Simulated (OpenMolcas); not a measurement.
**How basis sets differ on CH5OSi (SMILES [CH2][SiH2]O)**

CH5OSi: 8 atoms, total charge 0, spin state doublet. SMILES: `[CH2][SiH2]O`. The shape is that of a PBE0-D4/def2-TZVP optimisation. This is one conformer, not always the lowest.

```jsonl
{"atom": "C", "x (Å)": "-0.8615", "y (Å)": "0.5178", "z (Å)": "-0.7914"}
{"atom": "Si", "x (Å)": "0.6540", "y (Å)": "-0.0052", "z (Å)": "0.1111"}
{"atom": "O", "x (Å)": "0.3028", "y (Å)": "-0.7244", "z (Å)": "1.5544"}
{"atom": "H", "x (Å)": "-0.9708", "y (Å)": "0.4168", "z (Å)": "-1.8670"}
{"atom": "H", "x (Å)": "-1.7031", "y (Å)": "0.9915", "z (Å)": "-0.2933"}
{"atom": "H", "x (Å)": "1.4956", "y (Å)": "1.1611", "z (Å)": "0.4806"}
{"atom": "H", "x (Å)": "1.4310", "y (Å)": "-0.9123", "z (Å)": "-0.7798"}
{"atom": "H", "x (Å)": "-0.2558", "y (Å)": "-1.5023", "z (Å)": "1.5294"}
```

Each level gives the dipole moment (D). The values are calculated.

| level | kind | program | value (D) | CPU time |
| --- | --- | --- | --- | --- |
| ROHF/ANO-R0 (sfX2C) | Hartree–Fock | OpenMolcas | 2.57 | 4.8 s |
| ROHF/ANO-RCC-MB (DKH2) | Hartree–Fock | OpenMolcas | 1.91 | 2.2 s |
| ROHF/ANO-S-MB | Hartree–Fock | OpenMolcas | 1.61 | 7.7 s |
| UHF/STO-3G | Hartree–Fock | OpenMolcas | 1.35 | 3.6 s |
| UHF/3-21G | Hartree–Fock | OpenMolcas | 2.27 | 4.4 s |
| UHF/def2-SVPD | Hartree–Fock | OpenMolcas | 1.89 | 26 s |

The values span 1.35 to 2.57 D. Magnitudes only. Sets without polarisation functions give poor dipoles. CPU times are rough (shared hosts, several kinds of processor and program).
